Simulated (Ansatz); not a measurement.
Born–Oppenheimer molecular dynamics of BClFH (4 atoms, charge 0, multiplicity 1). It starts at the highest image of a converged band. Of that band: Neighbouring images differ by up to 2.1 eV, so the band resolves the path poorly. A vibrational analysis at the climbing image gives one clearly imaginary mode, 822i cm⁻¹: a first-order saddle point.

All numbers below come from RKS PBE0-D4/def2-SVP in Ansatz.

- ensemble: NVE (velocity Verlet)
- time step: 0.5 fs
- steps asked: 200
- starting velocities drawn for: 300 K
- seed: 8154

First frame:

```xyz
4
Properties=species:S:1:pos:R:3
B 0.098 0.000 -0.535
Cl 1.203 0.000 1.678
H 1.278 0.000 0.085
F -1.155 0.000 -0.407
```

Task: How far do the bonds stretch over the last three quarters of this one trajectory? (Pairs bonded in most of those frames.)

Result: 
```csv
bond,mean (Å),spread (Å),shortest,longest
B1–F4,1.262,0.013,1.24,1.28
Cl2–H3,1.292,0.027,1.25,1.34
```

Mean temperature of the second half: 1043 K. The conserved energy stayed within 0.067 meV per atom of its start (net change -0.018 meV per atom), so the integration is sound. The kinetic energy rose, since the run started high on the potential surface and went downhill. It ends in pieces (BF + ClH), so much of that is their flight and rotation, not heat. A run of 0.1 ps of so small a system gives no equilibrium averages. The orbitals stay closed-shell, which can raise the energy where a bond breaks towards radicals; this wasn't checked here.

Time of the run: 2.9 min on 1 thread of Arm Neoverse V2, on a shared host, peak memory 0.092 GiB.
